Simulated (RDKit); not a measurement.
RDKit input (MMFF94):

```python
from rdkit import Chem
from rdkit.Chem import AllChem, rdDetermineBonds

mol = Chem.MolFromXYZFile('mol.xyz')
rdDetermineBonds.DetermineBonds(mol, charge=-1)
print('SMILES', Chem.MolToSmiles(Chem.RemoveHs(mol)))
ff = AllChem.MMFFGetMoleculeForceField(mol, AllChem.MMFFGetMoleculeProperties(mol))
e0 = ff.CalcEnergy()
flag = ff.Minimize(maxIts=5000, forceTol=1e-5)
print(f'energy {e0:.4f} -> {ff.CalcEnergy():.4f} kcal/mol, converged: {flag == 0}')
print(Chem.MolToXYZBlock(mol))
```
mol.xyz:
```
9

C     -0.01425270     0.12435824     1.95470681
C     -0.00757315    -0.19118066     0.64278123
C     -0.00245344    -0.56690684    -0.56877122
C      0.01816492     0.29533709    -1.79293461
H     -0.94020781     0.24704578     2.51109267
H      0.90535390     0.22409239     2.52600983
H      0.03014765     1.38655717    -1.59635947
H      0.89256220     0.07548540    -2.42067109
H     -0.85116970     0.09717232    -2.43476519
```

Which steric energies does it print, before and after the minimisation?

28.78 and -3.17 kcal/mol. They count from the force field's own zero for this bonding and are no heats of formation.
